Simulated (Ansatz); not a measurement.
# CAl2: the cost of one run

The runs use Ansatz 0.2.0, Gaussian basis; def2-TZVPP, core rule «outside noble gas», up to 11 orbitals frozen.

To be run: UHF; ROHF; CCSD(T) on UHF.

2 further runs of the same task are left out: 2 set aside as unsound or not needed.

## Step 1: The system

The geometry is a PBE0/def2-TZVP stationary point (not a proven minimum) of the parent state, kept for this charge and spin.

3 atoms, charge 1, spin multiplicity 2.

Atoms are counted from 1 here; the program's logs count them from 0.

Bond lengths: Al2–C3 1.945 Å.

## Step 2: UHF

Input file in.yaml:

```yaml
crystal:
  periodic: [false, false, false]
  atoms:
    - {symbol: Al, position_ang: [0.000000, 0.000000, 2.508200]}
    - {symbol: Al, position_ang: [0.000000, 0.000000, -0.281599]}
    - {symbol: C, position_ang: [0.000000, 0.000000, -2.226601]}
basis:
  gaussian: {orbitals: def2-TZVPP}
total_charge: 1
magnetization: {spin_polarized: true, initial_magnetization: 1}
hamiltonian: {xc: hf}
output: {orbitals: {seedname: orbitals}}
```

On the command line:

```sh
$ ansatz run in.yaml --threads 1 --pin off --events-out ev --progress --plain --max-ram 4096MiB --backend cpu
```

**Question.** How long does this run take on 1 thread of AMD EPYC 7R13, shared host, and how much memory does it need?

About 32 s, with a peak of 0.31 GiB.
